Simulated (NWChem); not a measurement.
Species: Na anion

All runs: NWChem. Sets without diffuse functions describe the anion's extra electron poorly. The highest occupied level is positive in some or all of these runs, so the extra electron may be held by the finite basis. Total energies compare along this basis series because the functional is fixed.

| level | basis functions | energy (Ha) | highest occupied level (eV) | orbital gap (eV) |
|---|---|---|---|---|
| CAM-B3LYP/cc-pVDZ | 18 | -162.2814 | 0.23 | 3.16 |
| CAM-B3LYP/aug-cc-pVDZ | 27 | -162.2858 | -0.10 | 2.03 |
| CAM-B3LYP/cc-pVTZ | 34 | -162.2870 | 0.25 | 2.69 |
| CAM-B3LYP/aug-cc-pVTZ | 50 | -162.2916 | -0.11 | 1.97 |
| CAM-B3LYP/cc-pVQZ | 59 | -162.2930 | -0.01 | 2.61 |
